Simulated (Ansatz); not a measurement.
The input, for Ansatz 0.2.0:

```yaml
crystal:
  periodic: [false, false, false]
  atoms:
    - {symbol: Si, position_ang: [0.000000, 0.121685, 0.570347]}
    - {symbol: O, position_ang: [0.000000, -0.280268, -1.110635]}
    - {symbol: H, position_ang: [0.000000, 1.058134, 1.737226]}
basis:
  gaussian: {orbitals: cc-pVDZ}
magnetization: {spin_polarized: false, initial_magnetization: 3}
hamiltonian: {xc: {name: PBE0}}
correlation: {method: bccd_t, electrons: outside_noble_gas}
```

```sh
$ ansatz run in.yaml --threads 1 --pin off --events-out ev --progress --plain --max-ram 2393MiB
```

Question: Roughly how long does this take on 1 thread of Arm Neoverse V2, shared host, and how much host memory?

Answer: 4 s wall and 0.2 GiB.

```
356 factors; integrals over basis functions are off by at most 1.4e-3 eV
mean field evaluation 1: about -9928.6926 eV, gradient 1.9e1 eV
mean field evaluation 2: about -9928.7464 eV, gradient 1.9e1 eV
mean field evaluation 4: about -9929.5681 eV, gradient 3.8e0 eV
mean field evaluation 8: about -9929.6272 eV, gradient 1.6e-1 eV
mean field evaluation 16: about -9929.6275 eV, gradient 1.3e-3 eV
mean field evaluation 32: about -9929.7966 eV, gradient 1.5e-1 eV
mean field -9929.80036973 eV, -364.9134329270 hartree, gradient 1.1e-6 eV, S^2 3.750000; 5 other end points of the search recorded, 0 dependent functions left out
mean field evaluation 64: about -9910.9467 eV, gradient 3.6e0 eV
mean field evaluation 96: about -9911.3756 eV, gradient 2.0e0 eV
mean field evaluation 128: about -9911.1610 eV, gradient 1.3e0 eV
6 core orbitals not correlated: weight in the atoms' cores, before any rotation towards them, 1.000 or more for the frozen orbitals, at most 0.000 for the correlated occupied ones
reference -9910.91074317 eV, -364.2192519550 hartree; 7, 4 occupied and 24, 27 virtual orbitals, 356 factors
second order -5.88910104 eV of doubles, -0.31983943 eV of singles
cycle   1  -6.41354626 eV  change   -2.1e-1 eV  update   8.0e-2
cycle   2  -6.58735487 eV  change   -1.7e-1 eV  update   3.2e-2
cycle   3  -6.66634677 eV  change   -7.9e-2 eV  update   1.4e-2
cycle   4  -6.67315150 eV  change   -6.8e-3 eV  update   6.0e-3
cycle   5  -6.67438430 eV  change   -1.2e-3 eV  update   3.5e-3
cycle   6  -6.67550405 eV  change   -1.1e-3 eV  update   1.9e-3
cycle   7  -6.67601665 eV  change   -5.1e-4 eV  update   9.8e-4
cycle   8  -6.67634453 eV  change   -3.3e-4 eV  update   5.1e-4
cycle   9  -6.67634533 eV  change   -8.0e-7 eV  update   2.3e-4
cycle  10  -6.67634215 eV  change    3.2e-6 eV  update   1.2e-4
cycle  11  -6.67636896 eV  change   -2.7e-5 eV  update   6.1e-5
cycle  12  -6.67636620 eV  change    2.8e-6 eV  update   3.3e-5
cycle  13  -6.67637409 eV  change   -7.9e-6 eV  update   1.7e-5
cycle  14  -6.67636620 eV  change    7.9e-6 eV  update   9.3e-6
perturbative correction -0.16598065 eV, -0.0060996766 hartree
Total energy: -9917.75309003 eV, -364.4707035642 hartree
```
